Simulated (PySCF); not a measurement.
PySCF input:

```python
from pyscf import gto, scf, dft

mol = gto.M(
    atom='''
    C     0.00109578    0.88292603   -0.03266360
    C     0.76578700   -0.36066336    0.05127381
    C    -0.76663254   -0.35872664    0.05221618
    H     0.00167460    1.68930054   -0.74864081
    H     1.29435639   -0.71852672   -0.82707129
    H     1.25040395   -0.61994978    0.98734664
    H    -1.25075168   -0.61678875    0.98888473
    H    -1.29718468   -0.71525146   -0.82547761
    ''',
    basis='def2-tzvpd',
    charge=0,
    spin=1,
    verbose=4,
)

mf = scf.UHF(mol).density_fit(auxbasis='def2-universal-jkfit')
mf.conv_tol = 1e-9
mf.max_cycle = 100
mf.max_memory = 1500
mf.kernel()
if not mf.converged:
    mf = mf.newton()
    mf.kernel(mf.make_rdm1())
for _ in range(2):
    mo, _, stable, _ = mf.stability(return_status=True)
    if stable:
        break
    mf.kernel(mf.make_rdm1(mo, mf.mo_occ))
mf.analyze()
```

Question: Which total energy does the run end on?

Answer: -116.45835 Eh (HF/def2-TZVPD).

It need not be the lowest isomer of its formula.
